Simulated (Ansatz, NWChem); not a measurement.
# Worked example: the enthalpy of formation of C3H6O (oxetane)

C3H6O: 10 atoms, total charge 0, spin state singlet. As SMILES, `C1COC1`. The shape is that of a PBE0-D4/def2-TZVP optimisation.

| atom | x (Å) | y (Å) | z (Å) |
| --- | --- | --- | --- |
| C | -0.5991 | 0.5178 | -0.0752 |
| C | -0.4194 | -0.9971 | 0.0613 |
| O | 1.0083 | -0.8720 | 0.1098 |
| C | 0.9300 | 0.5558 | 0.0018 |
| H | -1.0252 | 0.8518 | -1.0201 |
| H | -1.1219 | 1.0035 | 0.7474 |
| H | -0.8191 | -1.4413 | 0.9788 |
| H | -0.7458 | -1.5956 | -0.7953 |
| H | 1.3482 | 1.0528 | 0.8833 |
| H | 1.4439 | 0.9243 | -0.8918 |

Total energies at HF/6-31G* (spherical functions) (NWChem 7.3.0); the atoms run unrestricted:

```tsv
species	state	energy (Eh)
C3H6O	singlet	-191.907537
C	triplet	-37.680577
O	triplet	-74.783181
H	doublet	-0.498233
```

Harmonic wavenumbers at PBE0-D4/def2-TZVP, in cm⁻¹: 44, 767, 815, 838, 959, 965, 1076, 1077, 1153, 1170, 1200, 1236, 1265, 1318, 1383, 1487, 1511, 1540, 3031, 3041, 3076, 3077, 3102, 3158.

Measured heats of formation of the gaseous atoms at 298.15 K, in kJ/mol: C 716.9, O 249.2, H 218.0. Spin-orbit lowering of the atoms at 298 K (mean of the ground term's levels less their thermal mean, from spectra), in kJ/mol: C 0.02, O 0.40. Take 1 Eh = 2625.50 kJ/mol, 1 cm⁻¹ = 0.0119627 kJ/mol, RT = 2.479 kJ/mol.

Q: What heat of formation follows?

A: 
1. Electronic atomisation energy: 3 × (-37.680577) + (-74.783181) + 6 × (-0.498233) − (-191.907537) = 1.093227 Eh = 2870.3 kJ/mol.
2. Zero-point energy: half the sum of the wavenumbers, 19144.5 cm⁻¹ = 229.0 kJ/mol.
3. Thermal vibrational enthalpy, Σ hcν̃/(exp(hcν̃/kT) − 1): 3.5 kJ/mol. Translation, rotation and pV of a non-linear molecule: 4 RT = 9.9 kJ/mol.
4. The 10 free atoms carry 5/2 RT each: 62.0 kJ/mol.
5. Spin-orbit coupling lowers the free atoms by 3 × 0.02 + 0.40 = 0.5 kJ/mol.
6. Atomisation enthalpy at 298 K: 2870.3 − 0.5 − 229.0 − 3.5 − 9.9 + 62.0 = 2689.4 kJ/mol.
7. Sum of the atoms' heats of formation: 3707.9 kJ/mol. Heat of formation: 3707.9 − 2689.4 = +1018.5 kJ/mol.

The tabulated value is -80.5 kJ/mol (CRC Handbook of Chemistry and Physics), so this level is off by +1099.0 kJ/mol, or 29.0 % of the atomisation enthalpy that the table implies (3788.3 kJ/mol). Hartree–Fock leaves out correlation, which is larger in the molecule than in the atoms, so it underbinds and puts the heat of formation too high. Anharmonicity and any spin-orbit splitting of the molecule are left out.
